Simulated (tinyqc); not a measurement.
Worked calculation (part 1 of 3): UKS/B3LYP (VWN-RPA form) in the sto-3g basis, for NH, spin multiplicity 3. Computed by tinyqc, a small Python program that keeps every step (integrals from PySCF). Settings: charge = 0, multiplicity = 3, basis = sto-3g, energy threshold = 1e-10, iteration cap = 51, orthogonalisation = symmetric, start = Wolfsberg-Helmholz matrix, DIIS depth = 6, method = UKS, functional = b3lyp, grid = [10, 26]. Command: `OMP_NUM_THREADS=1 python tinyqc.py 27119 27120 out.jsonl` (the two numbers bound the seeds that draw the settings). One thread of a shared host (Intel(R) Xeon(R) Processor @ 2.60GHz), about 4 s of CPU time with the checks. Later iterations appear only in the table of the cycle.

## One-electron integrals

Geometry (angstrom):
```
atom         x         y         z
N     0.000000  0.000000  0.000000
H     0.000000  0.000000  1.585000
```

Basis sto-3g: exponents (1/bohr^2) and contraction coefficients of normalised primitives:
```
element  l (shell)   exponent  coefficient
N            s (1)  99.106169     0.154329
N            s (1)  18.052312     0.535328
N            s (1)   4.885660     0.444635
N            s (2)   3.780456    -0.099967
N            s (2)   0.878497     0.399513
N            s (2)   0.285714     0.700115
N            p (3)   3.780456     0.155916
N            p (3)   0.878497     0.607684
N            p (3)   0.285714     0.391957
H            s (1)   3.425251     0.154329
H            s (1)   0.623914     0.535328
H            s (1)   0.168855     0.444635
```

Overlap, kinetic and nuclear-attraction integrals over the contracted functions; the nuclear repulsion is the sum of Za Zb / Rab.

nuclear repulsion = 2.33706024 hartree

overlap S:
```
           1N 1s     1N 2s    1N 2px    1N 2py    1N 2pz     2H 1s
1N 1s   1.000000  0.235038  0.000000  0.000000  0.000000  0.015795
1N 2s   0.235038  1.000000  0.000000  0.000000  0.000000  0.212378
1N 2px  0.000000  0.000000  1.000000  0.000000  0.000000  0.000000
1N 2py  0.000000  0.000000  0.000000  1.000000  0.000000  0.000000
1N 2pz  0.000000  0.000000  0.000000  0.000000  1.000000  0.228311
2H 1s   0.015795  0.212378  0.000000  0.000000  0.228311  1.000000
```

kinetic energy T (hartree):
```
            1N 1s      1N 2s    1N 2px    1N 2py    1N 2pz      2H 1s
1N 1s   21.990753  -0.128416  0.000000  0.000000  0.000000  -0.004506
1N 2s   -0.128416   0.606994  0.000000  0.000000  0.000000  -0.002293
1N 2px   0.000000   0.000000  1.899358  0.000000  0.000000   0.000000
1N 2py   0.000000   0.000000  0.000000  1.899358  0.000000   0.000000
1N 2pz   0.000000   0.000000  0.000000  0.000000  1.899358   0.041372
2H 1s   -0.004506  -0.002293  0.000000  0.000000  0.041372   0.760032
```

nuclear attraction V (hartree):
```
             1N 1s      1N 2s     1N 2px     1N 2py     1N 2pz      2H 1s
1N 1s   -46.519829  -5.511417   0.000000   0.000000  -0.006458  -0.378221
1N 2s    -5.511417  -7.198013   0.000000   0.000000  -0.081987  -1.079577
1N 2px    0.000000   0.000000  -7.128579   0.000000   0.000000   0.000000
1N 2py    0.000000   0.000000   0.000000  -7.128579   0.000000   0.000000
1N 2pz   -0.006458  -0.081987   0.000000   0.000000  -7.171698  -1.024643
2H 1s    -0.378221  -1.079577   0.000000   0.000000  -1.024643  -3.557148
```

core Hamiltonian H = T + V (hartree):
```
             1N 1s      1N 2s     1N 2px     1N 2py     1N 2pz      2H 1s
1N 1s   -24.529076  -5.639834   0.000000   0.000000  -0.006458  -0.382727
1N 2s    -5.639834  -6.591019   0.000000   0.000000  -0.081987  -1.081870
1N 2px    0.000000   0.000000  -5.229220   0.000000   0.000000   0.000000
1N 2py    0.000000   0.000000   0.000000  -5.229220   0.000000   0.000000
1N 2pz   -0.006458  -0.081987   0.000000   0.000000  -5.272340  -0.983271
2H 1s    -0.382727  -1.081870   0.000000   0.000000  -0.983271  -2.797116
```

## Two-electron integrals

Functions are numbered as in S; the eight-fold symmetry (ij|kl) = (ji|kl) = (kl|ij) leaves the list below.

Two-electron integrals (ij|kl) in chemists' order, unique and non-zero (hartree):
```
(11|11) 4.166630   (21|11) 0.640849   (21|21) 0.117461   (22|11) 0.969864
(22|21) 0.220936   (22|22) 0.708245   (31|31) 0.020960   (32|31) 0.032452
(32|32) 0.156449   (33|11) 0.967124   (33|21) 0.220977   (33|22) 0.708086
(33|33) 0.762805   (41|41) 0.020960   (42|41) 0.032452   (42|42) 0.156449
(43|43) 0.041119   (44|11) 0.967124   (44|21) 0.220977   (44|22) 0.708086
(44|33) 0.680568   (44|44) 0.762805   (51|51) 0.020960   (52|51) 0.032452
(52|52) 0.156449   (53|53) 0.041119   (54|54) 0.041119   (55|11) 0.967124
(55|21) 0.220977   (55|22) 0.708086   (55|33) 0.680568   (55|44) 0.680568
(55|55) 0.762805   (61|11) 0.043478   (61|21) 0.007913   (61|22) 0.014831
(61|33) 0.014802   (61|44) 0.014802   (61|51) 0.000380   (61|52) 0.000725
(61|55) 0.014892   (61|61) 0.000541   (62|11) 0.135005   (62|21) 0.031263
(62|22) 0.114854   (62|33) 0.112383   (62|44) 0.112383   (62|51) 0.002549
(62|52) 0.021754   (62|55) 0.119676   (62|61) 0.002163   (62|62) 0.026868
(63|31) 0.002796   (63|32) 0.017439   (63|53) 0.004089   (63|63) 0.003057
(64|41) 0.002796   (64|42) 0.017439   (64|54) 0.004089   (64|64) 0.003057
(65|11) 0.121053   (65|21) 0.028337   (65|22) 0.110872   (65|33) 0.106003
(65|44) 0.106003   (65|51) 0.004678   (65|52) 0.035987   (65|55) 0.120480
(65|61) 0.002019   (65|62) 0.031117   (65|65) 0.038555   (66|11) 0.332879
(66|21) 0.078205   (66|22) 0.329626   (66|33) 0.317618   (66|44) 0.317618
(66|51) 0.006289   (66|52) 0.076278   (66|55) 0.353319   (66|61) 0.005417
(66|62) 0.109310   (66|65) 0.142024   (66|66) 0.774606
```

## Orthogonalisation

S = U s U^T; symmetric (Loewdin) form X = U s^(-1/2) U^T, so that X^T S X = 1.

eigenvalues of S: 0.646047  0.843963  1.000000  1.000000  1.141485  1.368506

X:
```
            1N 1s      1N 2s    1N 2px    1N 2py     1N 2pz      2H 1s
1N 1s    1.021930  -0.124179  0.000000  0.000000  -0.002520   0.012306
1N 2s   -0.124179   1.040835  0.000000  0.000000   0.020135  -0.115844
1N 2px   0.000000   0.000000  1.000000  0.000000   0.000000   0.000000
1N 2py   0.000000   0.000000  0.000000  1.000000   0.000000   0.000000
1N 2pz  -0.002520   0.020135  0.000000  0.000000   1.021070  -0.121746
2H 1s    0.012306  -0.115844  0.000000  0.000000  -0.121746   1.039626
```

## Starting guess

The start is the generalised Wolfsberg-Helmholz matrix (K = 1.75) built on H; D(s) = C_occ C_occ^T for each spin.

D(alpha) at the start:
```
            1N 1s      1N 2s    1N 2px    1N 2py     1N 2pz      2H 1s
1N 1s    1.051444  -0.219882  0.000000  0.000000   0.023854  -0.054590
1N 2s   -0.219882   0.944475  0.000000  0.000000  -0.091034   0.176546
1N 2px   0.000000   0.000000  1.000000  0.000000   0.000000   0.000000
1N 2py   0.000000   0.000000  0.000000  1.000000   0.000000   0.000000
1N 2pz   0.023854  -0.091034  0.000000  0.000000   0.929333   0.115279
2H 1s   -0.054590   0.176546  0.000000  0.000000   0.115279   0.052206
```

D(beta) at the start:
```
            1N 1s      1N 2s    1N 2px    1N 2py     1N 2pz      2H 1s
1N 1s    1.051444  -0.219882  0.000000  0.000000   0.023854  -0.054590
1N 2s   -0.219882   0.944475  0.000000  0.000000  -0.091034   0.176546
1N 2px   0.000000   0.000000  0.000000  0.000000   0.000000   0.000000
1N 2py   0.000000   0.000000  0.000000  0.000000   0.000000   0.000000
1N 2pz   0.023854  -0.091034  0.000000  0.000000   0.929333   0.115279
2H 1s   -0.054590   0.176546  0.000000  0.000000   0.115279   0.052206
```

## Iteration 1: exchange-correlation on the grid

Becke grid with 10 radial and 26 angular points per atom, points of zero weight dropped. rho = sum D_ij phi_i phi_j; V_xc,ij = sum w v_xc phi_i phi_j plus the gradient terms; v_xc is d(rho eps)/d rho(s) for spin s at fixed gradient. Exact exchange is left to K.

The 16 grid points with the largest w rho, of 519 (bohr, atomic units):
```
x                  y          z         w  rho(alpha)  rho(beta)     eps_xc  v_xc(alpha)
0.000000    0.000000  -1.190694  0.543240    0.166942   0.166942  -0.476684    -0.585376
0.000000    0.000000   1.190694  0.510167    0.154047   0.154047  -0.462575    -0.572550
0.841948    0.000000  -0.841948  0.434592    0.167632   0.105789  -0.454541    -0.574092
0.000000    0.841948  -0.841948  0.434592    0.167632   0.105789  -0.454541    -0.574092
-0.841948   0.000000  -0.841948  0.434592    0.167632   0.105789  -0.454541    -0.574092
0.000000   -0.841948  -0.841948  0.434592    0.167632   0.105789  -0.454541    -0.574092
-1.190694   0.000000   0.000000  0.543209    0.163786   0.040100  -0.433493    -0.549492
0.000000    1.190694   0.000000  0.543209    0.163786   0.040100  -0.433493    -0.549492
1.190694    0.000000   0.000000  0.543209    0.163786   0.040100  -0.433493    -0.549492
0.000000   -1.190694   0.000000  0.543209    0.163786   0.040100  -0.433493    -0.549492
-0.841948   0.000000   0.841948  0.429873    0.154836   0.092993  -0.441497    -0.558854
0.000000   -0.841948   0.841948  0.429873    0.154836   0.092993  -0.441497    -0.558854
0.000000    0.841948   0.841948  0.429873    0.154836   0.092993  -0.441497    -0.558854
0.841948    0.000000   0.841948  0.429873    0.154836   0.092993  -0.441497    -0.558854
0.687448    0.687448  -0.687448  0.366687    0.167492   0.085034  -0.447943    -0.568781
-0.687448   0.687448  -0.687448  0.366687    0.167492   0.085034  -0.447943    -0.568781
```

electrons on the grid, sum of w rho = 7.991252

E_xc = sum of w rho eps_xc = -5.95994738 hartree

V_xc(alpha) (hartree):
```
            1N 1s      1N 2s     1N 2px     1N 2py     1N 2pz      2H 1s
1N 1s   -2.176756  -0.307302   0.000000   0.000000   0.000746  -0.020933
1N 2s   -0.307302  -0.580810   0.000000   0.000000   0.004136  -0.083793
1N 2px   0.000000   0.000000  -0.574483   0.000000   0.000000   0.000000
1N 2py   0.000000   0.000000   0.000000  -0.574483   0.000000   0.000000
1N 2pz   0.000746   0.004136   0.000000   0.000000  -0.583316  -0.077230
2H 1s   -0.020933  -0.083793   0.000000   0.000000  -0.077230  -0.239014
```

V_xc(beta) (hartree):
```
            1N 1s      1N 2s     1N 2px     1N 2py     1N 2pz      2H 1s
1N 1s   -2.161336  -0.293778   0.000000   0.000000   0.001045  -0.020097
1N 2s   -0.293778  -0.497923   0.000000   0.000000   0.005717  -0.076449
1N 2px   0.000000   0.000000  -0.466773   0.000000   0.000000   0.000000
1N 2py   0.000000   0.000000   0.000000  -0.466773   0.000000   0.000000
1N 2pz   0.001045   0.005717   0.000000   0.000000  -0.548093  -0.074679
2H 1s   -0.020097  -0.076449   0.000000   0.000000  -0.074679  -0.238545
```

## Iteration 1: building the Kohn-Sham matrix

J_ij = sum D_kl (ij|kl) with D = D(alpha) + D(beta), K_ij = sum D_kl (ik|jl) for each spin; F = H + J - 0.2 K(s) + V_xc; E = tr D H + tr D J / 2 - 0.1 sum_s tr D(s) K(s) + E_xc + E_nn.

Coulomb J (hartree):
```
            1N 1s      1N 2s    1N 2px    1N 2py     1N 2pz     2H 1s
1N 1s   13.938565   2.555919  0.000000  0.000000  -0.005286  0.172446
1N 2s    2.555919   6.078715  0.000000  0.000000  -0.014109  0.957143
1N 2px   0.000000   0.000000  6.043430  0.000000   0.000000  0.000000
1N 2py   0.000000   0.000000  0.000000  6.043430   0.000000  0.000000
1N 2pz  -0.005286  -0.014109  0.000000  0.000000   6.129578  0.916491
2H 1s    0.172446   0.957143  0.000000  0.000000   0.916491  2.741009
```

exchange K(alpha) (hartree):
```
           1N 1s      1N 2s    1N 2px    1N 2py     1N 2pz     2H 1s
1N 1s   4.269658   0.739289  0.000000  0.000000   0.001362  0.051069
1N 2s   0.739289   1.197115  0.000000  0.000000  -0.031359  0.240240
1N 2px  0.000000   0.000000  1.004621  0.000000   0.000000  0.000000
1N 2py  0.000000   0.000000  0.000000  1.004621   0.000000  0.000000
1N 2pz  0.001362  -0.031359  0.000000  0.000000   0.988653  0.197763
2H 1s   0.051069   0.240240  0.000000  0.000000   0.197763  0.172559
```

exchange K(beta) (hartree):
```
           1N 1s      1N 2s    1N 2px    1N 2py     1N 2pz     2H 1s
1N 1s   4.227738   0.674386  0.000000  0.000000   0.001362  0.045477
1N 2s   0.674386   0.884217  0.000000  0.000000  -0.031359  0.205363
1N 2px  0.000000   0.000000  0.200697  0.000000   0.000000  0.000000
1N 2py  0.000000   0.000000  0.000000  0.200697   0.000000  0.000000
1N 2pz  0.001362  -0.031359  0.000000  0.000000   0.906416  0.189584
2H 1s   0.045477   0.205363  0.000000  0.000000   0.189584  0.166444
```

F(alpha) (hartree):
```
             1N 1s      1N 2s    1N 2px    1N 2py     1N 2pz      2H 1s
1N 1s   -13.621199  -3.539075  0.000000  0.000000  -0.011270  -0.241428
1N 2s    -3.539075  -1.332537  0.000000  0.000000  -0.085689  -0.256567
1N 2px    0.000000   0.000000  0.038802  0.000000   0.000000   0.000000
1N 2py    0.000000   0.000000  0.000000  0.038802   0.000000   0.000000
1N 2pz   -0.011270  -0.085689  0.000000  0.000000   0.076191  -0.183562
2H 1s    -0.241428  -0.256567  0.000000  0.000000  -0.183562  -0.329632
```

F(beta) (hartree):
```
             1N 1s      1N 2s    1N 2px    1N 2py     1N 2pz      2H 1s
1N 1s   -13.597395  -3.512570  0.000000  0.000000  -0.010971  -0.239474
1N 2s    -3.512570  -1.187070  0.000000  0.000000  -0.084108  -0.242248
1N 2px    0.000000   0.000000  0.307297  0.000000   0.000000   0.000000
1N 2py    0.000000   0.000000  0.000000  0.307297   0.000000   0.000000
1N 2pz   -0.010971  -0.084108  0.000000  0.000000   0.127861  -0.179375
2H 1s    -0.239474  -0.242248  0.000000  0.000000  -0.179375  -0.327941
```

total energy of this density = -54.09202548 hartree

## Iteration 1: diagonalisation and new density

Diagonalise F' = X^T F X, C = X C', fill 5 alpha and 3 beta electrons from the bottom; D(s) = C_occ C_occ^T. Each column has its largest component positive (the first on a tie).

F' = X^T F X (alpha) (hartree):
```
            1          2         3         4          5          6
1  -13.352818  -1.895606  0.000000  0.000000  -0.012376   0.007512
2   -1.895606  -0.690927  0.000000  0.000000  -0.055260  -0.120346
3    0.000000   0.000000  0.038802  0.000000   0.000000   0.000000
4    0.000000   0.000000  0.000000  0.038802   0.000000   0.000000
5   -0.012376  -0.055260  0.000000  0.000000   0.117565  -0.161502
6    0.007512  -0.120346  0.000000  0.000000  -0.161502  -0.265294
```

orbital energies (alpha) (hartree): MO1 -13.630555, MO2 -0.507187, MO3 -0.230468, MO4 0.038802, MO5 0.038802, MO6 0.176736

coefficients C (alpha):
```
              MO1        MO2        MO3        MO4       MO5        MO6
1N 1s    0.993139  -0.214861   0.165581   0.000000  0.000000  -0.003565
1N 2s    0.027955   0.793010  -0.693645   0.000000  0.000000   0.042348
1N 2px   0.000000   0.000000   0.000000   0.957386  0.288810   0.000000
1N 2py   0.000000   0.000000   0.000000  -0.288810  0.957386   0.000000
1N 2pz   0.001846   0.164016   0.168080   0.000000  0.000000   1.001331
2H 1s   -0.004000   0.444953   0.833294   0.000000  0.000000  -0.465659
```

F' = X^T F X (beta) (hartree):
```
            1          2         3         4          5          6
1  -13.332437  -1.888677  0.000000  0.000000  -0.012241   0.006940
2   -1.888677  -0.543129  0.000000  0.000000  -0.051935  -0.122153
3    0.000000   0.000000  0.307297  0.000000   0.000000   0.000000
4    0.000000   0.000000  0.000000  0.307297   0.000000   0.000000
5   -0.012241  -0.051935  0.000000  0.000000   0.170470  -0.163651
6    0.006940  -0.122153  0.000000  0.000000  -0.163651  -0.265235
```

orbital energies (beta) (hartree): MO1 -13.605555, MO2 -0.428662, MO3 -0.161377, MO4 0.225263, MO5 0.307297, MO6 0.307297

coefficients C (beta):
```
              MO1        MO2        MO3        MO4       MO5        MO6
1N 1s    0.993644  -0.164346  -0.213485  -0.002393  0.000000   0.000000
1N 2s    0.025991   0.589303   0.873688   0.036046  0.000000   0.000000
1N 2px   0.000000   0.000000   0.000000   0.000000  0.979305  -0.202391
1N 2py   0.000000   0.000000   0.000000   0.000000  0.202391   0.979305
1N 2pz   0.001748   0.181268  -0.099862   1.007465  0.000000   0.000000
2H 1s   -0.003728   0.651690  -0.701784  -0.438180  0.000000   0.000000
```

D(alpha) after iteration 1:
```
            1N 1s      1N 2s    1N 2px    1N 2py     1N 2pz      2H 1s
1N 1s    1.059907  -0.257478  0.000000  0.000000  -0.005577   0.038401
1N 2s   -0.257478   1.110790  0.000000  0.000000   0.013530  -0.225270
1N 2px   0.000000   0.000000  1.000000  0.000000   0.000000   0.000000
1N 2py   0.000000   0.000000  0.000000  1.000000   0.000000   0.000000
1N 2pz  -0.005577   0.013530  0.000000  0.000000   0.055156   0.213033
2H 1s    0.038401  -0.225270  0.000000  0.000000   0.213033   0.892378
```

D(beta) after iteration 1:
```
            1N 1s      1N 2s    1N 2px    1N 2py     1N 2pz      2H 1s
1N 1s    1.059914  -0.257543  0.000000  0.000000  -0.006735   0.039013
1N 2s   -0.257543   1.111284  0.000000  0.000000   0.019619  -0.229195
1N 2px   0.000000   0.000000  0.000000  0.000000   0.000000   0.000000
1N 2py   0.000000   0.000000  0.000000  0.000000   0.000000   0.000000
1N 2pz  -0.006735   0.019619  0.000000  0.000000   0.042833   0.188205
2H 1s    0.039013  -0.229195  0.000000  0.000000   0.188205   0.917214
```

Within a degenerate level the vectors are fixed only up to a rotation; this is one choice.

## Iteration 2: exchange-correlation on the grid

As before.

The 16 grid points with the largest w rho, of 519 (bohr, atomic units):
```
x                  y          z         w  rho(alpha)  rho(beta)     eps_xc  v_xc(alpha)
0.000000    1.190694   0.000000  0.543209    0.168417   0.044733  -0.437803    -0.555962
0.000000   -1.190694   0.000000  0.543209    0.168417   0.044733  -0.437803    -0.555962
-1.190694   0.000000   0.000000  0.543209    0.168417   0.044733  -0.437803    -0.555962
1.190694    0.000000   0.000000  0.543209    0.168417   0.044733  -0.437803    -0.555962
0.841948   -0.841948   0.000000  0.434568    0.168417   0.044733  -0.437803    -0.555962
-0.841948   0.841948   0.000000  0.434568    0.168417   0.044733  -0.437803    -0.555962
0.841948    0.841948   0.000000  0.434568    0.168417   0.044733  -0.437803    -0.555962
-0.841948  -0.841948   0.000000  0.434568    0.168417   0.044733  -0.437803    -0.555962
0.841948    0.000000   0.841948  0.429873    0.114818   0.052290  -0.399572    -0.498175
0.000000    0.841948   0.841948  0.429873    0.114818   0.052290  -0.399572    -0.498175
0.000000   -0.841948   0.841948  0.429873    0.114818   0.052290  -0.399572    -0.498175
-0.841948   0.000000   0.841948  0.429873    0.114818   0.052290  -0.399572    -0.498175
0.000000   -0.841948  -0.841948  0.434592    0.108595   0.045462  -0.393630    -0.485980
-0.841948   0.000000  -0.841948  0.434592    0.108595   0.045462  -0.393630    -0.485980
0.000000    0.841948  -0.841948  0.434592    0.108595   0.045462  -0.393630    -0.485980
0.841948    0.000000  -0.841948  0.434592    0.108595   0.045462  -0.393630    -0.485980
```

electrons on the grid, sum of w rho = 7.991304

E_xc = sum of w rho eps_xc = -5.71039594 hartree

V_xc(alpha) (hartree):
```
            1N 1s      1N 2s     1N 2px     1N 2py     1N 2pz      2H 1s
1N 1s   -2.168002  -0.299018   0.000000   0.000000  -0.000489  -0.020357
1N 2s   -0.299018  -0.538175   0.000000   0.000000  -0.009057  -0.087061
1N 2px   0.000000   0.000000  -0.556299   0.000000   0.000000   0.000000
1N 2py   0.000000   0.000000   0.000000  -0.556299   0.000000   0.000000
1N 2pz  -0.000489  -0.009057   0.000000   0.000000  -0.490673  -0.086677
2H 1s   -0.020357  -0.087061   0.000000   0.000000  -0.086677  -0.421480
```

V_xc(beta) (hartree):
```
            1N 1s      1N 2s     1N 2px     1N 2py     1N 2pz      2H 1s
1N 1s   -2.153939  -0.286383   0.000000   0.000000  -0.000553  -0.019588
1N 2s   -0.286383  -0.450039   0.000000   0.000000  -0.010944  -0.079252
1N 2px   0.000000   0.000000  -0.444223   0.000000   0.000000   0.000000
1N 2py   0.000000   0.000000   0.000000  -0.444223   0.000000   0.000000
1N 2pz  -0.000553  -0.010944   0.000000   0.000000  -0.448820  -0.083948
2H 1s   -0.019588  -0.079252   0.000000   0.000000  -0.083948  -0.422686
```
